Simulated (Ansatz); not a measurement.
**What a trial cell of Zn relaxes into**

Method: Ansatz 0.2.0, DFT r2SCAN, scalar-relativistic, plane waves, PAW. Cutoff 500 eV, Γ-centred k mesh, Gaussian smearing, no spin polarisation in the final step.

Zn was placed on the lonsdaleite structure type (P6_3/mmc, No. 194), at a guessed volume.

```yaml
crystal:
  lattice:
    - [3.50881, 0.00000, 0.00000]
    - [-1.75440, 3.03872, 0.00000]
    - [0.00000, 0.00000, 5.78953]
  atoms:
    - { symbol: Zn, position: [0.33333, 0.66667, 0.43750] }
    - { symbol: Zn, position: [0.66667, 0.33333, 0.93750] }
    - { symbol: Zn, position: [0.66667, 0.33333, 0.56250] }
    - { symbol: Zn, position: [0.33333, 0.66667, 0.06250] }
```

Cell and atoms relax at zero pressure; the relaxation can't lower the symmetry of the start. After a coarse first stage the cell is made exact in the group found at 0.06 Å.

Energies count from the standard state of Zn at the same level.

Task: What does it relax into?

Result: It ends in P6/mmm (No. 191). Conventional cell: a = 4.397 Å, c = 2.402 Å. Around Zn lie 5 Zn at 2.40–2.54 Å.

```xyz
2
Lattice="4.3966 0.0000 0.0000 -2.1983 3.8076 0.0000 0.0000 0.0000 2.4015" Properties=species:S:1:pos:R:3 pbc="T T T"
Zn    0.0000    2.5384    0.0000
Zn    2.1983    1.2692    0.0000
```

Task: What are its volume, energy, density and gap?

Result: The volume per atom is 20.10 Å³. The density is 5.40 g/cm³, the energy over the standard structure is 0.37 eV/atom and the gap on the 15×15×22 mesh is 0 eV (a metal).

The final run used a 15×15×22 mesh on its 2-atom cell and 0.10 eV smearing. For metals, differences of a few meV/atom aren't resolved. A structure relaxed within its symmetry needn't be a true minimum.